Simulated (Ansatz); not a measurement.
**triplet HF at 6 levels**

Aim: a comparison of 6 runs (UB3LYP/6-31G*, U-revPBE/cc-pVTZ, UHSE06/cc-pVTZ, UPBE0/cc-pVTZ, UMP2/cc-pVTZ, UCCSD/cc-pVTZ) of triplet HF. 

The results are computed with Ansatz 0.2.0.

37 further runs of the same task are left out: 37 set aside as unsound or not needed.

## 1. The molecule

The species is HF (2 atoms), meant as a triplet with charge 0. As SMILES of the parent species, `F`. The shape is that of a PBE0-D4/def2-TZVP optimisation. That shape belongs to the parent species and isn't relaxed for this state.

Bond lengths: F1–H2 0.920 Å.

## 2. The energy at UB3LYP/6-31G(d) (Cartesian functions) (run 1)

File job.yaml:

```yaml
basis:
  gaussian:
    orbitals: "6-31G*"
crystal:
  periodic: [false, false, false]
  atoms:
    - {symbol: F, position_ang: [-0.390000, 0.144600, -0.196400]}
    - {symbol: H, position_ang: [0.390000, -0.144600, 0.196400]}
magnetization:
  spin_polarized: true
  initial_magnetization: 2
hamiltonian:
  xc: {name: B3LYP}
accuracy: high
output:
  orbitals: {seedname: orbitals}
```

On the command line:

```sh
$ ansatz run job.yaml --threads 1 --pin off --max-ram 3480MiB --events-out events.jsonl --progress --plain --runs-dir runs
```

Standard output:

```text
Warning: RAYON_NUM_THREADS=1 ignored (pool sized by the plan → 1); use --threads N
Functional definition: B3LYP
  name "B3LYP"
  parameter a0 = 0.2
  parameter ax = 0.72
  parameter ac = 0.81
  exchange = (1 - a0 - ax)*slater_x + ax*b88_x + a0*exact_x
  correlation = (1 - ac)*vwn_rpa_c + ac*lyp_c
240 factors; integrals over basis functions are off by at most 3.9e-9 eV
mean field evaluation 1: about -2721.9042 eV, gradient 7.3e0 eV
mean field evaluation 2: about -2722.0613 eV, gradient 5.6e0 eV
mean field evaluation 4: about -2722.1484 eV, gradient 1.1e-1 eV
mean field evaluation 8: about -2722.1470 eV, gradient 9.6e-5 eV
mean field evaluation 16: about -2722.1470 eV, gradient 2.4e-8 eV
mean field -2722.14702828 eV, -100.0370581518 hartree, gradient 2.4e-8 eV, S^2 2.001166; 0 other end points of the search recorded, 0 dependent functions left out
reference -2722.14704856 eV, -100.0370588971 hartree; 6, 4 occupied and 11, 13 virtual orbitals, 240 factors
Total energy: -2722.14704856 eV, -100.0370588971 hartree
```

Run time: 0.56 s. Hardware: 1 thread of Arm Neoverse V1, shared host.

## 3. A single-point energy at U-revPBE/cc-pVTZ (run 2)

File run.yaml:

```yaml
crystal:
  periodic: [false, false, false]
  atoms:
    - {symbol: F, position_ang: [-0.390000, 0.144600, -0.196400]}
    - {symbol: H, position_ang: [0.390000, -0.144600, 0.196400]}
basis:
  gaussian:
    orbitals: cc-pVTZ
magnetization:
  spin_polarized: true
  initial_magnetization: 2
hamiltonian:
  xc: {name: revPBE}
accuracy: high
output: {orbitals: {seedname: orbitals}}
```

On the command line:

```sh
$ ansatz run run.yaml --threads 1 --pin off --max-ram 3480MiB --events-out events.jsonl --progress --plain --runs-dir runs
```

Standard output:

```text
Warning: RAYON_NUM_THREADS=1 ignored (pool sized by the plan → 1); use --threads N
Functional definition: revPBE
  name "revPBE"
  parameter kappa = 1.245
  parameter beta = 0.06672455060314922
  exchange = pbe_x(kappa = kappa, mu = beta*pi^2/3)
  correlation = pbe_c(beta = beta)
585 factors; integrals over basis functions are off by at most 3.6e-9 eV
mean field evaluation 1: about -2722.8650 eV, gradient 9.6e0 eV
mean field evaluation 2: about -2723.0583 eV, gradient 7.2e0 eV
mean field evaluation 4: about -2723.1949 eV, gradient 4.1e-1 eV
mean field evaluation 8: about -2723.1823 eV, gradient 7.9e-3 eV
mean field evaluation 16: about -2723.1823 eV, gradient 1.4e-7 eV
mean field -2723.18228893 eV, -100.0751032789 hartree, gradient 2.4e-8 eV, S^2 2.001237; 1 other end points of the search recorded, 0 dependent functions left out
reference -2723.18229166 eV, -100.0751033791 hartree; 6, 4 occupied and 38, 40 virtual orbitals, 585 factors
Total energy: -2723.18229166 eV, -100.0751033791 hartree
```

It took 1.4 s on 1 thread of Arm Neoverse V1, shared host; peak memory 0.089 GiB.

Runs 3 to 4 aren't shown in full; the table further down has their settings and results.

## 4. The energy at UMP2/cc-pVTZ (run 5)

File molecule.yaml:

```yaml
basis:
  gaussian: {orbitals: cc-pVTZ}
crystal:
  periodic: [false, false, false]
  atoms:
    - {symbol: F, position_ang: [-0.390000, 0.144600, -0.196400]}
    - {symbol: H, position_ang: [0.390000, -0.144600, 0.196400]}
total_charge: 0
magnetization: {spin_polarized: true, initial_magnetization: 2}
correlation: {method: mp2, frozen_orbitals: {F: 1, H: 0}}
accuracy: high
```

On the command line:

```sh
$ ansatz run molecule.yaml --threads 1 --pin off --max-ram 3480MiB --events-out events.jsonl --progress --plain --runs-dir runs
```

Standard output:

```text
Warning: RAYON_NUM_THREADS=1 ignored (pool sized by the plan → 1); use --threads N
Functional definition: HF
  name "HF"
  exchange = exact_x
  correlation = 0
585 factors; integrals over basis functions are off by at most 3.6e-9 eV
mean field evaluation 1: about -2712.9169 eV, gradient 1.6e1 eV
mean field evaluation 2: about -2712.9507 eV, gradient 1.6e1 eV
mean field evaluation 4: about -2713.8518 eV, gradient 1.6e0 eV
mean field evaluation 8: about -2713.8715 eV, gradient 1.4e-4 eV
mean field evaluation 16: about -2713.8716 eV, gradient 3.4e-3 eV
mean field -2713.87154039 eV, -99.7329395811 hartree, gradient 8.6e-8 eV, S^2 2.004143; 2 other end points of the search recorded, 0 dependent functions left out
1 core orbitals not correlated: weight in the atoms' cores, before any rotation towards them, 1.000 or more for the frozen orbitals, at most 0.000 for the correlated occupied ones
reference -2713.87154039 eV, -99.7329395811 hartree; 5, 3 occupied and 38, 40 virtual orbitals, 585 factors
second order -5.73806013 eV of doubles, -0.00000000 eV of singles
Total energy: -2719.60960052 eV, -99.9438094015 hartree
```

It took 0.26 s on 1 thread of Arm Neoverse V1, shared host.

## 5. The energy at UCCSD/cc-pVTZ (run 6)

File molecule.yaml:

```yaml
basis:
  gaussian:
    orbitals: cc-pVTZ
crystal:
  periodic: [false, false, false]
  atoms:
    - {symbol: F, position_ang: [-0.390000, 0.144600, -0.196400]}
    - {symbol: H, position_ang: [0.390000, -0.144600, 0.196400]}
magnetization:
  spin_polarized: true
  initial_magnetization: 2
scf:
  omitted_lower_state_checks: [cluster_reference, increment]
correlation:
  method: ccsd
  frozen_orbitals: {F: 1, H: 0}
accuracy: high
```

On the command line:

```sh
$ ansatz run molecule.yaml --threads 1 --pin off --max-ram 3480MiB --events-out events.jsonl --progress --plain --runs-dir runs
```

Standard output:

```text
Warning: RAYON_NUM_THREADS=1 ignored (pool sized by the plan → 1); use --threads N
[... 12 lines left out ...]
1 core orbitals not correlated: weight in the atoms' cores, before any rotation towards them, 1.000 or more for the frozen orbitals, at most 0.000 for the correlated occupied ones
[... 20 lines left out ...]
Total energy: -2719.96249162 eV, -99.9567779101 hartree
Checks for a lower state left out: cluster_reference, increment
```

Run time: 1.1 s. Hardware: 1 thread of Arm Neoverse V1, shared host; peak memory 0.14 GiB.

## 6. Overview of the runs

```
run                                level  Cartesian functions  frozen core orbitals  energy (Eh)  HOMO energy (eV)   ⟨S²⟩  wall time
  1  UB3LYP/6-31G* (Cartesian functions)                  yes                     –  -100.037059             -1.53  2.001     0.56 s
  2                     U-revPBE/cc-pVTZ                   no                     –  -100.075103             -1.96  2.001      1.4 s
  3                       UHSE06/cc-pVTZ                   no                     –  -100.011489             -2.62  2.002      1.3 s
  4                        UPBE0/cc-pVTZ                   no                     –  -100.015656             -3.02  2.002        1 s
  5                         UMP2/cc-pVTZ                   no                     1   -99.943809                 –  2.004     0.26 s
  6                        UCCSD/cc-pVTZ                   no                     1   -99.956778                 –  2.004      1.1 s
```

## 7. Summary of results

| quantity | value |
| --- | --- |
| run 6: total energy | -99.95678 Eh |
| run 6: correlation energy (1 core orbital frozen) | -223.8 mEh |
| run 6: ⟨S²⟩ of the reference determinant | 2.004 |
| run 6: T1 diagnostic | 0.007 |

In words: Totals of different functionals can't be ranked against each other. All runs together took 5.5 s, the longest 1.4 s.
